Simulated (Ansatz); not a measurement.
# C2H7N (dimethylamine) at 4 levels

Aim: a comparison of 4 runs (HF/STO-3G, HF/3-21G, B3LYP/6-31G*, r2SCAN/def2-SVP) of C2H7N (dimethylamine). 

The results are computed with Ansatz 0.2.0.

4 further runs of the same task are left out: 1 that didn't finish, 3 set aside as unsound or not needed.

**1. Starting point**

C2H7N: 10 atoms, total charge 0, spin state singlet. As SMILES, `CNC`. Geometry: relaxed at PBE0-D4/def2-TZVP.

Bond lengths: C1–N2 1.445 Å, N2–C3 1.445 Å, C1–H4 1.092 Å, C1–H5 1.094 Å, C1–H6 1.104 Å, N2–H7 1.011 Å, C3–H8 1.094 Å, C3–H9 1.092 Å, C3–H10 1.104 Å. Some angles: C1–N2–C3 112.8°, C1–N2–H7 109.8°, C3–N2–H7 109.8°, N2–C1–H4 110.0°, N2–C1–H5 109.4°, N2–C1–H6 114.0°, N2–C3–H8 109.4°, N2–C3–H9 110.0°, N2–C3–H10 114.0°, H4–C1–H5 107.5°.

**2. Energy and forces at HF/STO-3G (run 1)**

Input file job.yaml:

```yaml
crystal:
  periodic: [false, false, false]
  atoms:
    - {symbol: C, position_ang: [-0.856700, 0.407300, -0.748800]}
    - {symbol: "N", position_ang: [-0.459900, -0.174400, 0.512500]}
    - {symbol: C, position_ang: [0.945800, -0.503900, 0.558500]}
    - {symbol: H, position_ang: [-1.910600, 0.690500, -0.714000]}
    - {symbol: H, position_ang: [-0.740700, -0.334800, -1.544500]}
    - {symbol: H, position_ang: [-0.268400, 1.295100, -1.038900]}
    - {symbol: H, position_ang: [-0.689100, 0.456900, 1.268600]}
    - {symbol: H, position_ang: [1.158300, -1.294800, -0.167100]}
    - {symbol: H, position_ang: [1.207400, -0.885700, 1.547500]}
    - {symbol: H, position_ang: [1.613700, 0.343700, 0.326200]}
basis:
  gaussian: {orbitals: STO-3G}
hamiltonian: {xc: hf}
accuracy: high
output: {forces: true, orbitals: {seedname: orbitals}}
```

Command:

```bash
$ ansatz run job.yaml --threads 1 --pin off --max-ram 2610MiB --events-out events.jsonl --progress --plain --runs-dir runs
```

Standard output, shortened:

```text
Warning: RAYON_NUM_THREADS=1 ignored (pool sized by the plan → 1); use --threads N
Functional definition: HF
  name "HF"
[...]
423 factors; integrals over basis functions are off by at most 1.0e-8 eV
[...]
mean field -3608.47641163 eV, -132.6090622143 hartree, gradient 1.0e-8 eV, S^2 0.000000; 0 other end points of the search recorded, 0 dependent functions left out
[...]
reference -3608.47641163 eV, -132.6090622143 hartree; 13, 13 occupied and 9, 9 virtual orbitals, 423 factors
Total energy: -3608.47641163 eV, -132.6090622143 hartree
Atom 0 at    -0.856700     0.407300    -0.748800 Å, force    -0.377019     0.780753    -1.652172 eV/Å
Atom 1 at    -0.459900    -0.174400     0.512500 Å, force    -0.874531    -1.029534     0.487886 eV/Å
Atom 2 at     0.945800    -0.503900     0.558500 Å, force     1.835717    -0.336504    -0.041466 eV/Å
Atom 3 at    -1.910600     0.690500    -0.714000 Å, force     0.136525    -0.001238     0.047724 eV/Å
Atom 4 at    -0.740700    -0.334800    -1.544500 Å, force     0.005267     0.131031     0.145987 eV/Å
Atom 5 at    -0.268400     1.295100    -1.038900 Å, force    -0.228759    -0.272128     0.146243 eV/Å
Atom 6 at    -0.689100     0.456900     1.268600 Å, force    -0.149544     0.739429     0.721080 eV/Å
Atom 7 at     1.158300    -1.294800    -0.167100 Å, force    -0.044460     0.155043     0.107147 eV/Å
Atom 8 at     1.207400    -0.885700     1.547500 Å, force    -0.057419     0.097672    -0.095994 eV/Å
Atom 9 at     1.613700     0.343700     0.326200 Å, force    -0.245777    -0.264526     0.133566 eV/Å
Dipole moment:     0.116607     0.218964    -0.008156 e Å
```

Wall time 0.28 s (1 thread of Intel Xeon 6975P-C (Granite Rapids), shared host).

**3. Energy and gradient at HF/3-21G (run 2)**

Input file input.yaml:

```yaml
crystal:
  periodic: [false, false, false]
  atoms:
    - {symbol: C, position_ang: [-0.856700, 0.407300, -0.748800]}
    - {symbol: N, position_ang: [-0.459900, -0.174400, 0.512500]}
    - {symbol: C, position_ang: [0.945800, -0.503900, 0.558500]}
    - {symbol: H, position_ang: [-1.910600, 0.690500, -0.714000]}
    - {symbol: H, position_ang: [-0.740700, -0.334800, -1.544500]}
    - {symbol: H, position_ang: [-0.268400, 1.295100, -1.038900]}
    - {symbol: H, position_ang: [-0.689100, 0.456900, 1.268600]}
    - {symbol: H, position_ang: [1.158300, -1.294800, -0.167100]}
    - {symbol: H, position_ang: [1.207400, -0.885700, 1.547500]}
    - {symbol: H, position_ang: [1.613700, 0.343700, 0.326200]}
basis:
  gaussian:
    orbitals: 3-21G.json
accuracy: high
output:
  forces: true
  orbitals: {seedname: orbitals}
hamiltonian:
  xc: hf
```

The basis set 3-21G is read from a file made from the Basis Set Exchange's data (not shown).

Command:

```bash
$ ansatz run input.yaml --threads 1 --pin off --max-ram 2610MiB --events-out events.jsonl --progress --plain --runs-dir runs
```

Standard output, shortened:

```text
Warning: RAYON_NUM_THREADS=1 ignored (pool sized by the plan → 1); use --threads N
Functional definition: HF
  name "HF"
[...]
1009 factors; integrals over basis functions are off by at most 4.7e-9 eV
[...]
mean field -3632.52816635 eV, -133.4929478973 hartree, gradient 2.3e-8 eV, S^2 0.000000; 0 other end points of the search recorded, 0 dependent functions left out
[...]
reference -3632.52816635 eV, -133.4929478973 hartree; 13, 13 occupied and 28, 28 virtual orbitals, 1009 factors
Total energy: -3632.52816635 eV, -133.4929478973 hartree
Atom 0 at    -0.856700     0.407300    -0.748800 Å, force    -0.497340     0.297621    -1.206671 eV/Å
Atom 1 at    -0.459900    -0.174400     0.512500 Å, force    -0.278674     0.587794     0.793850 eV/Å
Atom 2 at     0.945800    -0.503900     0.558500 Å, force     1.213210    -0.566186     0.038173 eV/Å
Atom 3 at    -1.910600     0.690500    -0.714000 Å, force     0.309228    -0.075226    -0.010971 eV/Å
Atom 4 at    -0.740700    -0.334800    -1.544500 Å, force    -0.034609     0.241673     0.258416 eV/Å
Atom 5 at    -0.268400     1.295100    -1.038900 Å, force    -0.190881    -0.284938     0.124444 eV/Å
Atom 6 at    -0.689100     0.456900     1.268600 Å, force    -0.140114    -0.316219    -0.027727 eV/Å
Atom 7 at     1.158300    -1.294800    -0.167100 Å, force    -0.068517     0.258085     0.231831 eV/Å
Atom 8 at     1.207400    -0.885700     1.547500 Å, force    -0.072454     0.118376    -0.290015 eV/Å
Atom 9 at     1.613700     0.343700     0.326200 Å, force    -0.239849    -0.260980     0.088670 eV/Å
Dipole moment:     0.127741     0.236225    -0.011493 e Å
```

Wall time 0.42 s (1 thread of Intel Xeon 6975P-C (Granite Rapids), shared host).

Run 3 isn't shown in full; the table further down has it.

**4. Energy and forces at r2SCAN/def2-SVP (run 4)**

Input file molecule.yaml:

```yaml
crystal:
  periodic: [false, false, false]
  atoms:
    - {symbol: C, position_ang: [-0.856700, 0.407300, -0.748800]}
    - {symbol: "N", position_ang: [-0.459900, -0.174400, 0.512500]}
    - {symbol: C, position_ang: [0.945800, -0.503900, 0.558500]}
    - {symbol: H, position_ang: [-1.910600, 0.690500, -0.714000]}
    - {symbol: H, position_ang: [-0.740700, -0.334800, -1.544500]}
    - {symbol: H, position_ang: [-0.268400, 1.295100, -1.038900]}
    - {symbol: H, position_ang: [-0.689100, 0.456900, 1.268600]}
    - {symbol: H, position_ang: [1.158300, -1.294800, -0.167100]}
    - {symbol: H, position_ang: [1.207400, -0.885700, 1.547500]}
    - {symbol: H, position_ang: [1.613700, 0.343700, 0.326200]}
basis:
  gaussian: {orbitals: def2-SVP}
hamiltonian: {xc: {name: r2SCAN}}
accuracy: high
output: {forces: true, orbitals: {seedname: orbitals}}
```

Command:

```bash
$ ansatz run molecule.yaml --threads 1 --pin off --max-ram 2610MiB --events-out events.jsonl --progress --plain --runs-dir runs
```

Standard output, shortened:

```text
Warning: RAYON_NUM_THREADS=1 ignored (pool sized by the plan → 1); use --threads N
Functional definition: r2SCAN
  name "r2SCAN"
[...]
1945 factors; integrals over basis functions are off by at most 3.5e-9 eV
[...]
mean field -3672.75386693 eV, -134.9712151277 hartree, gradient 1.1e-8 eV, S^2 0.000000; 0 other end points of the search recorded, 0 dependent functions left out
[...]
reference -3672.75386763 eV, -134.9712151536 hartree; 13, 13 occupied and 64, 64 virtual orbitals, 1945 factors
Total energy: -3672.75386763 eV, -134.9712151536 hartree
Atom 0 at    -0.856700     0.407300    -0.748800 Å, force     0.054832    -0.123473     0.310153 eV/Å
Atom 1 at    -0.459900    -0.174400     0.512500 Å, force    -0.015848    -0.260607    -0.159930 eV/Å
Atom 2 at     0.945800    -0.503900     0.558500 Å, force    -0.328464     0.071277     0.036350 eV/Å
Atom 3 at    -1.910600     0.690500    -0.714000 Å, force    -0.305613     0.089947    -0.021265 eV/Å
Atom 4 at    -0.740700    -0.334800    -1.544500 Å, force     0.026857    -0.188669    -0.258399 eV/Å
Atom 5 at    -0.268400     1.295100    -1.038900 Å, force     0.165848     0.295923    -0.148281 eV/Å
Atom 6 at    -0.689100     0.456900     1.268600 Å, force    -0.071244     0.215850     0.248293 eV/Å
Atom 7 at     1.158300    -1.294800    -0.167100 Å, force     0.100518    -0.226827    -0.206934 eV/Å
Atom 8 at     1.207400    -0.885700     1.547500 Å, force     0.105018    -0.116932     0.274247 eV/Å
Atom 9 at     1.613700     0.343700     0.326200 Å, force     0.268096     0.243511    -0.074234 eV/Å
Dipole moment:     0.069722     0.176568     0.026926 e Å
```

It took 4.8 s on 1 thread of Intel Xeon 6975P-C (Granite Rapids), shared host.

**5. Overview of the runs**

| run | level | Cartesian functions | energy (Eh) | dipole moment (D) | HOMO energy (eV) | LUMO energy (eV) | wall time |
| --- | --- | --- | --- | --- | --- | --- | --- |
| 1 | HF/STO-3G | no | -132.609062 | 1.19 | -8.15 | 16.88 | 0.28 s |
| 2 | HF/3-21G | no | -133.492948 | 1.29 | -9.59 | 7.16 | 0.42 s |
| 3 | B3LYP/6-31G* (Cartesian functions) | yes | -135.162574 | 0.99 | -5.80 | 2.40 | 2.8 s |
| 4 | r2SCAN/def2-SVP | no | -134.971215 | 0.92 | -4.96 | 1.77 | 4.8 s |

**6. Summary of results**

```
                       quantity          value
            run 4: total energy  -134.97122 Eh
           run 4: dipole moment         0.92 D
             run 4: HOMO energy       -4.96 eV
             run 4: LUMO energy        1.77 eV
           run 4: HOMO–LUMO gap        6.73 eV
run 4: largest force on an atom     0.370 eV/Å
```

The dipole moment (its size) runs from 0.92 D (r2SCAN/def2-SVP) to 1.29 D (HF/3-21G). The two ends differ in method and basis. The HOMO–LUMO gap runs from 6.73 eV (r2SCAN/def2-SVP) to 25.03 eV (HF/STO-3G). Totals of different functionals can't be ranked against each other. In run 1 the basis is minimal, so the values are rough. All runs together took 8.3 s, the longest 4.8 s.
